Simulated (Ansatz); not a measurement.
# C3H4F2O: the cost of one run

Computed with Ansatz 0.2.0, Gaussian basis. Level: the settings change from run to run.

## Step 1: The relaxed structure

The geometry comes from an earlier relaxation with PBE0-D4 in a triple-zeta def2 set; it is a stationary point, not always the lowest conformer.

SMILES `CC(=O)C(F)F`, 10 atoms, charge 0, spin multiplicity 1.

Atoms are counted from 1 here; the program's logs count them from 0.

Bond lengths: C1–C2 1.494 Å, C1–H7 1.088 Å, C1–H8 1.093 Å, C1–H9 1.093 Å, C2–O3 1.201 Å, C2–C4 1.534 Å, C4–F5 1.355 Å, C4–F6 1.355 Å, C4–H10 1.093 Å. Angles: C2–C1–H7 109.9°, C2–C1–H8 109.7°, C2–C1–H9 109.7°, H7–C1–H8 110.3°, H7–C1–H9 110.3°, H8–C1–H9 106.8°, C1–C2–O3 125.0°, C1–C2–C4 116.3°, O3–C2–C4 118.6°, C2–C4–F5 109.4°, C2–C4–F6 109.5°, C2–C4–H10 111.3°, F5–C4–F6 107.6°, F5–C4–H10 109.4°, F6–C4–H10 109.4°.

Geometry (Å):

```
C    -0.4572   -0.9621    0.7432
C     0.6345   -0.2608    0.0022
O     1.7752   -0.6323   -0.0597
C     0.2412    1.0294   -0.7294
F    -0.7199    0.7527   -1.6436
F    -0.2776    1.9126    0.1573
H    -0.0651   -1.8592    1.2170
H    -1.2651   -1.2196    0.0532
H    -0.8838   -0.2918    1.4938
H     1.1009    1.4800   -1.2310
```

## Step 2: r2SCANh/x2c-TZVPPall

Options: multiplicity 3, finite nuclei, a point charge of -1.00 e beside it, high accuracy, the search for lower states set to off.

in.yaml

```yaml
crystal:
  periodic: [false, false, false]
  atoms:
    - {symbol: C, position_ang: [-0.457234, -0.962124, 0.743163]}
    - {symbol: C, position_ang: [0.634513, -0.260843, 0.002223]}
    - {symbol: O, position_ang: [1.775224, -0.632332, -0.059692]}
    - {symbol: C, position_ang: [0.241230, 1.029360, -0.729357]}
    - {symbol: F, position_ang: [-0.719902, 0.752673, -1.643550]}
    - {symbol: F, position_ang: [-0.277567, 1.912637, 0.157319]}
    - {symbol: H, position_ang: [-0.065060, -1.859249, 1.217049]}
    - {symbol: H, position_ang: [-1.265075, -1.219577, 0.053220]}
    - {symbol: H, position_ang: [-0.883849, -0.291783, 1.493753]}
    - {symbol: H, position_ang: [1.100921, 1.480037, -1.231029]}
basis:
  gaussian: {orbitals: x2c-TZVPPall, nuclear_model: gaussian, point_charges: [{charge: -1.00, position_ang: [4.804, 0.021, 0.143]}]}
magnetization: {spin_polarized: true, initial_magnetization: 2}
hamiltonian: {xc: {name: r2SCANh}}
accuracy: high
scf: {lower_state_search: off}
output: {forces: true}
```

Command:

```sh
$ ansatz run in.yaml --threads 4 --pin off --events-out ev --progress --plain --max-ram 10444MiB
```

**Question.** How long does this run take on 4 threads of Arm Neoverse V2, shared host, and how much memory does it need?

About 25 s, with a peak of 1.7 GiB.
